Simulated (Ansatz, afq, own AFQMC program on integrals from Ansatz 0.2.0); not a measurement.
GeNH, triplet: AFQMC among the cluster methods

```json
{"atom": "Ge", "x (Å)": "0.0000", "y (Å)": "-0.0303", "z (Å)": "0.3339"}
{"atom": "N", "x (Å)": "0.0000", "y (Å)": "0.0447", "z (Å)": "-1.7657"}
{"atom": "H", "x (Å)": "0.0000", "y (Å)": "1.5650", "z (Å)": "0.4708"}
```

Connectivity, by distances: GeH–N.

Basis cc-pVDZ. Only valence electrons are correlated. AFQMC by an in-house program on the Cholesky factors that Ansatz 0.2.0 writes for its CCSD(T) run. ph-AFQMC/CISD is guided by a CISD state made of CCSD amplitudes; releasing the constraint for a short imaginary time cuts its bias at the price of noise, slowly where states lie close. Free AFQMC starts from the CCSD state and is never constrained. Its projection time is finite, and what remains of the start isn't in its error. Uncertainties: one standard error, sampling alone. No spin–orbit coupling.

Determinant: UHF, the one that the program's search chose, which needn't be the lowest solution. The geometry is a point of a scan.

No full CI on the walks' own integrals is used here; CCSDT(Q) serves as the reference and is uncertain by about the last step of the cluster series.

Cautions: no relativity below Rb; no spin-orbit coupling; inner d shell frozen; lower spins were not checked; an unrestricted solution with more broken spin lies lower (19 meV, ⟨S²⟩ 2.26); unrestricted determinant slightly spin contaminated (⟨S²⟩ 2.08 against 2.00).

* T1 diagnostic: 0.0307
* weight of the determinant in the CISD state: 0.868
* ⟨S²⟩ of the determinant: 2.080
* size of the correlated space: 10 electrons in 31 orbitals

Reference: CCSDT(Q), correlation energy -5.897 eV. The released energy is read at 2.40 1/Eh (meV from the phaseless value at times in 1/Eh: -9 ± 13 at 0.24, -20 ± 13 at 0.51, -21 ± 11 at 0.99, -24 ± 13 at 1.62, -27 ± 19 at 2.40).

| level | E − E(reference) (kJ/mol) | share of correlation (%) |
| --- | --- | --- |
| HF | 569.0 | 0.00 |
| MP2 | 124.6 | 78.11 |
| CCSD | 20.0 | 96.48 |
| CCSD(T) | 5.3 | 99.06 |
| CCSDT | 1.3 | 99.77 |
| ph-AFQMC/HF | 4.7 ± 4.3 | 99.18 |
| ph-AFQMC/CISD | 1.4 ± 1.4 | 99.76 |
| released AFQMC | -1.3 ± 1.9 | 100.23 |
| free AFQMC | 2.4 ± 1.0 | 99.59 |

Free projections are given only where their last times agree within the noise and don't stop above the reference; a slow remainder of the start can still hide under it. A walk keeps the symmetry of its determinant, which the program's search chose and which needn't be the lowest solution, so a lower state of the same spin and another symmetry isn't excluded. Released energies are given only where the last usable release times agree within the noise; a slower fall can still hide under it.
